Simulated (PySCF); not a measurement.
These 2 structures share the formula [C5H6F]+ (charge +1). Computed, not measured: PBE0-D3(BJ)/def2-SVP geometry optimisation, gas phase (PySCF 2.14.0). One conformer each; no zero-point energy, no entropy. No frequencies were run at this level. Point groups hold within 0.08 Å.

Question: Rank from lowest to highest electronic energy at this level (kcal/mol).
A. `[CH3:1][c+:2]1[cH:3][c:4]1[CH2:5][F:6]` (charge +1) with C3–C4–C5–F6 180°
B. `[CH3:1][CH2:2][c:3]1[cH:4][c+:5]1[F:6]` (charge +1) with C1–C2–C3–C4 -177°

Answer: A (0.0), B (8.8).

| SMILES | E (Eh) | E rel (kcal/mol) | dipole about centre of mass (D) | point group | A, B, C (MHz) |
| --- | --- | --- | --- | --- | --- |
| C[c+]1cc1CF | -293.09044 | 0.0 | 4.61 | near Cs | 6437, 2512, 1848 |
| CCc1c[c+]1F | -293.07642 | 8.8 | 3.35 | near Cs | 6702, 2437, 1828 |

As an exercise, what shares would exp(−E/RT) give at 2000 K from these electronic energies alone (no entropy, no degeneracies)?

RT = 3.974 kcal/mol: C[c+]1cc1CF 90.1 %, CCc1c[c+]1F 9.9 %.
